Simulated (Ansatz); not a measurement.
The cluster P₄⁺, relaxed as a doublet with UKS PBE-D4/def2-TZVP in Ansatz, starting from the GFN2-xTB geometry. Force threshold 0.02 eV/Å.

Another isomer (doublet) lies 1.75 eV lower at PBE0-D4/def2-TZVP; other spin states weren't run for this one.

Start:

```xyz
4

P     0.132   -0.246    0.365
P    -1.346    1.088   -0.456
P     0.947   -1.398    1.732
P     0.268    0.555   -1.641
```

Task: Estimate the energy that the relaxation releases and the steps that it takes.

Result: 0.4 kcal/mol, in 4 steps; 4.4 s on 4 threads of Intel Xeon on a shared host. No frequencies were taken in this run, so the end may be a saddle point.

Task: Does the start keep its bonding and symmetry?

Result: By distances, no bond broke or formed. The bond that changes most is P2–P4, from 2.07 to 2.10 Å (atoms count from 1). Point group Cs at the start, C2v at the end, both within 0.05 Å.

Task: Predict the relaxed structure.

Result: 
```xyz
4

P     0.1648   -0.2516    0.3209
P    -1.3499    1.0757   -0.4197
P     0.9178   -1.3891    1.7595
P     0.2674    0.5650   -1.6607
```
Bond lengths: 4 × P–P 1.98 to 2.15 Å.
